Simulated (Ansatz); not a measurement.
# AlH₂+ (triplet): from Hartree-Fock to the top rungs at distance Al1–H2 = 1.570 Å, cc-pVQZ

One table from this session's results is given with a row withheld; the runs are named, their logs left out.

Computed with Ansatz 0.2.0, Gaussian basis. Level: cc-pVQZ, core rule «outside noble gas», up to 5 orbitals frozen.

The runs, in order: UHF; CCSD(T) on ROHF; CCSD(T) on UHF; BCCD(T) on ROHF; CCSDT(Q) on ROHF; CCSDT(Q) on UHF; Full CI.

4 further runs of the same task are left out: 4 for a known fault of the program. Runs told in other sessions of the task aren't counted.

## What is computed

The geometry derives from a PBE0/def2-TZVP stationary point (not a proven minimum). One bond is set to the value named and the two fragments are kept rigid.

3 atoms, charge 1, spin multiplicity 3.

Atoms are counted from 1 here; the program's logs count them from 0.

Bond lengths: Al1–H2 1.570 Å, Al1–H3 1.722 Å. Angles: H2–Al1–H3 63.0°.

Set-up of the first run:

Contents of in.yaml:

```yaml
crystal:
  periodic: [false, false, false]
  atoms:
    - {symbol: Al, position_ang: [0.000000, 0.002764, -0.097584]}
    - {symbol: H, position_ang: [0.000000, 0.822838, 1.241213]}
    - {symbol: H, position_ang: [0.000000, -0.896815, 1.371007]}
basis:
  gaussian: {orbitals: cc-pVQZ}
total_charge: 1
magnetization: {spin_polarized: true, initial_magnetization: 2}
hamiltonian: {xc: hf}
output: {orbitals: {seedname: orbitals}}
```

Run with:

```bash
ansatz run in.yaml --threads 1 --pin off --events-out ev --progress --plain --max-ram 4096MiB --backend cpu
```

Steps of the session up to this table: UHF; CCSD(T) on ROHF; CCSD(T) on UHF; BCCD(T) on ROHF; CCSDT(Q) on ROHF; CCSDT(Q) on UHF; Full CI.

One of the session's tables, all rows but one given; the rest of the session is left out.

| method | from FCI (kcal/mol) |
| --- | --- |
| ROHF | +44.11 |
| UHF | +39.07 |
| RMP2 | +10.43 |
| UMP2 | +10.42 |
| RCCSD | +1.30 |
| UCCSD | +1.12 |
| RCCSD(T) | +0.30 |
| UCCSD(T) | ? |
| BCCD(T) | +0.30 |
| RCCSDT | +0.01 |
| UCCSDT | -0.03 |
| RCCSDT(Q) | 0.00 |
| UCCSDT(Q) | -0.03 |
| FCI | 0 |

Q: Estimate the row for UCCSD(T) from the others.

As computed: from FCI (kcal/mol): +0.26. In the column «from FCI (kcal/mol)» it lies between RCCSDT (+0.01) and RCCSD(T) (+0.30).

To keep in mind: Levels on UHF freeze UHF's core orbitals, full CI those of ROHF, so the U rows can settle a little off it for that reason alone. Restricted and unrestricted rows rest on different reference determinants; a gap between their highest levels can come from leftover correlation error, from unlike frozen cores or from another state.
